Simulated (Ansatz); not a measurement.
**Question.** Name a neutral molecule of Cl, N, Si and H with LUMO energy (PBE0/def2-TZVPP) between -1.55 and -1.25 eV and HOMO energy (PBE/def2-TZVPP) between -6.05 and -5.75 eV (Ansatz, PBE0-D4/def2-TZVP geometry).

**Answer.** `N[Si]Cl` (-1.53 eV, -6.02 eV). Other molecules can fit too; these were computed, each in one conformer that needn't be the lowest.
